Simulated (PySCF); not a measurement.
Compound: chlorocyclopentane, C₅H₉Cl.
Numbering: `[Cl:1][CH:2]1[CH2:3][CH2:4][CH2:5][CH2:6]1`

Probes without a nucleus sit at each ring's centroid and 1 Å off its mean plane on both sides; NICS is minus the shielding there, NICSzz its component along the normal. Level: GIAO B97-2/pcSseg-2 (PySCF, non-relativistic, gas phase) on the PBE0-D3(BJ)/def2-TZVP geometry, one conformer.

Ring bond lengths (Å): C2–C3 1.522, C3–C4 1.543, C4–C5 1.540, C5–C6 1.526, C6–C2 1.517.

Task: Give the NICS values of each ring in ppm.

Result: 
| ring | type | NICS(0) | NICS(1), two faces | NICS(1)zz, two faces | rms pucker (Å) | centre to ring atoms, mean (Å) |
| --- | --- | --- | --- | --- | --- | --- |
| C2–C3–C4–C5–C6 | 5-membered carbocycle; formal bonds all single | -5.4 | -3.6 / -3.7 | -5.5 / -5.5 | 0.17 | 1.28 |

Task: What can be read from them?

Result: 
- C2–C3–C4–C5–C6: mean NICS(1)zz -5.5 ppm, shielded. C2, C3, C4, C5, C6 have four or more neighbours; no verdict on aromaticity is drawn.

Task: List the ring angles.

Result: 
- C2–C3–C4–C5–C6: C2 103.9°, C3 105.8°, C4 106.1°, C5 104.7°, C6 103.7°; sum 524.2° against 540° for a flat convex ring.

Task: What are the shieldings of the ring atoms and their hydrogens in the same run (means over atoms taken as equivalent)?

Result: 
```tsv
atoms	environment	σ isotropic (ppm)
C2	sp3 C–Cl carbon	113.9
C3 (×2)	ring CH2 carbon	144.5
C4 (×2)	ring CH2 carbon	159.7
H on C2	methine hydrogen	27.16
H on C3 (×2)	methylene hydrogen	29.80
H on C3 (×2)	methylene hydrogen	29.63
H on C4 (×2)	methylene hydrogen	29.55
H on C4 (×2)	methylene hydrogen	29.94
```

Task: How do the values depend on the level or the medium?

Result: 
| level | NICS(0), C2–C3–C4–C5–C6 | mean NICS(1)zz, C2–C3–C4–C5–C6 |
| --- | --- | --- |
| B97-2/pcSseg-2, gas | -5.4 | -5.5 |
| KT3/pcSseg-2, gas | -5.5 | -5.8 |
| PBE0/pcSseg-2, gas | -5.5 | -5.5 |
| wB97X-D/pcSseg-2, gas | -5.3 | -5.3 |
| WP04/pcSseg-2, IEF-PCM chloroform | -5.0 | -4.8 |
| wB97X-D/pcSseg-2, IEF-PCM chloroform | -5.2 | -5.3 |

The geometry is the same throughout; the continuum's cavity takes Bondi-type radii × 1.2.
